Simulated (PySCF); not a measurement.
**SiH2SCl (SMILES S[SiH]Cl) at 6 levels**

Wanted: a comparison of 6 runs (U-r2SCAN/STO-3G, UB2PLYP/STO-3G, UB3LYP/STO-3G, UM06-2X/STO-3G, UMP2/STO-3G, FCI/STO-3G) of SiH2SCl. Input form: a Python script.

The calculation is run with PySCF 2.14.0.

2 further runs of the same task are left out: 2 set aside as unsound or not needed.

## 1. The system as given

SiH2SCl: 5 atoms, total charge 0, spin state doublet. As SMILES, `S[SiH]Cl`. Geometry: relaxed at PBE0-D4/def2-TZVP. This is one conformer, not always the lowest.

Bond lengths: S1–Si2 2.132 Å, Si2–Cl3 2.053 Å, S1–H4 1.346 Å, Si2–H5 1.494 Å. Angles: S1–Si2–Cl3 106.0°, S1–Si2–H5 111.3°, Cl3–Si2–H5 107.7°, Si2–S1–H4 92.6°.

## 2. The energy at U-r2SCAN/STO-3G (run 1)

File calc.py:

```python
# S[SiH]Cl
from pyscf import gto, dft

molecule = gto.Mole()
molecule.atom = '''
S   -1.489500   0.144700  -0.110400
Si   0.633500   0.085900  -0.296400
Cl   1.324100   1.826800   0.545500
H   -1.633000  -1.077000  -0.655900
H    1.214800  -1.053900   0.475800
'''
molecule.verbose = 3
molecule.spin = 1
molecule.charge = 0
molecule.max_memory = 1860
molecule.basis = 'sto-3g'
molecule.build()

calc0 = dft.UKS(molecule)
calc0.xc = 'r2scan'
calc0.conv_tol = 1e-10
calc0.grids.level = 5
calc0.kernel()
if not calc0.converged:
    calc0 = calc0.newton().run(calc0.mo_coeff, calc0.mo_occ)

energy = calc0.e_tot
print('E(%s) = %.9f' % ('R2SCAN', energy))
```

Run with:

```bash
$ OMP_NUM_THREADS=1 python calc.py
```

The program printed:

```text
WARN: HOMO -0.160629090951313 >= LUMO -0.160629090951315

converged SCF energy = -1136.27195720201  <S^2> = 0.75165909  2S+1 = 2.0016584
E(R2SCAN) = -1136.271957202
```

Wall time 11 s (1 thread of Arm Neoverse V2, shared host); peak memory 0.26 GiB.

## 3. The energy at UB2PLYP/STO-3G (run 2)

File run.py:

```python
# S[SiH]Cl
from pyscf import gto, dft, mp

system = gto.M(
    atom='''
S       -1.489500       0.144700      -0.110400
Si       0.633500       0.085900      -0.296400
Cl       1.324100       1.826800       0.545500
H       -1.633000      -1.077000      -0.655900
H        1.214800      -1.053900       0.475800
''',
    basis='sto-3g',
    spin=1,
    max_memory=1860,
    verbose=3,
)

ks = dft.UKS(system)
ks.xc = '0.53*HF + 0.47*B88, 0.73*LYP'
ks.conv_tol = 1e-10
ks.grids.level = 5
ks.kernel()
if not ks.converged:
    ks = ks.newton().run(ks.mo_coeff, ks.mo_occ)

pt = mp.MP2(ks, frozen=15).run()
etot = ks.e_tot + 0.27 * pt.e_corr
print('PT2 part  %.8f' % (0.27 * pt.e_corr))
print('Final energy', etot)
```

Run with:

```bash
$ OMP_NUM_THREADS=1 python run.py
```

The program printed:

```text
WARN: HOMO -0.128539830100623 >= LUMO -0.128539830100621

converged SCF energy = -1135.82176767197  <S^2> = 0.75312112  2S+1 = 2.0031187
E(UMP2) = -1135.89773847906  E_corr = -0.0759708070906005
E(SCS-UMP2) = -1135.9054909946  E_corr = -0.0837233226299342
PT2 part  -0.02051212
Final energy -1135.8422797898854
```

It took 6.9 s on 1 thread of Arm Neoverse V2, shared host; peak memory 0.24 GiB.

Runs 3 to 5 aren't shown in full; the table further down has their settings and results.

## 4. A single-point energy at FCI/STO-3G (run 6)

File job.py:

```python
from pyscf import gto, scf, mcscf

molecule = gto.Mole()
molecule.atom = '''
S     -2.814747     0.273443    -0.208626
Si     1.197141     0.162327    -0.560115
Cl     2.502186     3.452152     1.030846
H     -3.085923    -2.035235    -1.239471
H      2.295639    -1.991582     0.899132
'''
molecule.max_memory = 1860
molecule.basis = 'sto-3g'
molecule.verbose = 4
molecule.unit = 'bohr'
molecule.charge = 0
molecule.spin = 1
molecule.build()

calc0 = scf.ROHF(molecule)
calc0.conv_tol = 1e-10
calc0.kernel()
if not calc0.converged:
    calc0 = calc0.newton().run(calc0.mo_coeff, calc0.mo_occ)

cas = mcscf.CASCI(calc0, calc0.mo_coeff.shape[-1] - 15, (molecule.nelec[0] - 15, molecule.nelec[1] - 15))  # full CI above the frozen core
cas.fix_spin_(ss=0.75)
cas.kernel()
etot = cas.e_tot
print('Final energy', etot)
```

Run with:

```bash
$ OMP_NUM_THREADS=1 python job.py
```

The program printed:

```text
PySCF version 2.14.0

[... 59 lines left out ...]
converged SCF energy = -1134.54756090221
[... 1 line left out ...]
******** <class 'pyscf.mcscf.casci.CASCI'> ********
CAS (10e+9e, 14o), ncore = 15, nvir = 0
natorb = False
canonicalization = True
sorting_mo_energy = False
******** <class 'pyscf.fci.addons.SpinPenaltyFCISolver'> ********
max. cycles = 200
conv_tol = 1e-08
davidson only = True
linear dependence = 1e-12
level shift = 0.001
max iter space = 12
nroots = 1
pspace_size = 400
spin = None
Density matrix diagonal elements [1.99798598 1.99360118 1.98042665 1.9719839  1.97824947 1.98736917
 1.99290537 1.97789647 1.98445349 1.01316959 0.02445885 0.03704684
 0.0312891  0.02916393]
CASCI converged
CASCI E = -1134.62708173984  E(CI) = -56.9502401621248  S^2 = 0.7500000
Final energy -1134.6270817398367
```

Wall time 65 s (1 thread of Arm Neoverse V2, shared host); peak memory 0.56 GiB.

## 5. All runs side by side

| run | level | frozen core orbitals | integration grid | energy (Eh) | dipole moment (D) of the reference | HOMO energy (eV) | LUMO energy (eV) | wall time |
| --- | --- | --- | --- | --- | --- | --- | --- | --- |
| 1 | U-r2SCAN/STO-3G | – | 5 | -1136.271957 | 3.27 | -2.33 | -0.53 | 11 s |
| 2 | UB2PLYP/STO-3G | 15 | 5 | -1135.842280 | 3.42 | -4.59 | 1.51 | 6.9 s |
| 3 | UB3LYP/STO-3G | – | 5 | -1136.310066 | 3.23 | -3.10 | -0.20 | 7.2 s |
| 4 | UM06-2X/STO-3G | – | 5 | -1136.354382 | 3.36 | -4.51 | 1.01 | 11 s |
| 5 | UMP2/STO-3G | 15 | – | -1134.603042 | 3.69 | -6.66 | 4.41 | 0.68 s |
| 6 | FCI/STO-3G | 15 | – | -1134.627082 | 3.70 | – | – | 65 s |

## 6. What came out

```
                                           quantity           value
                                run 6: total energy  -1134.62708 Eh
        run 6: dipole moment (Hartree–Fock density)          3.70 D
run 6: correlation energy (15 core orbitals frozen)       -79.5 mEh
```

**Reading.** Against full CI in this basis: UMP2 +24.0 mEh. Over runs 1, 2, 3, 4 the dipole moment (its size) runs from 3.23 D (UB3LYP/STO-3G) to 3.42 D (UB2PLYP/STO-3G). A double hybrid's value is that of its SCF part. Totals of different functionals can't be ranked against each other. In runs 1, 2, 3, 4, 5, 6 the basis is minimal, so the values are rough. All runs together took 1.7 min, the longest 65 s.
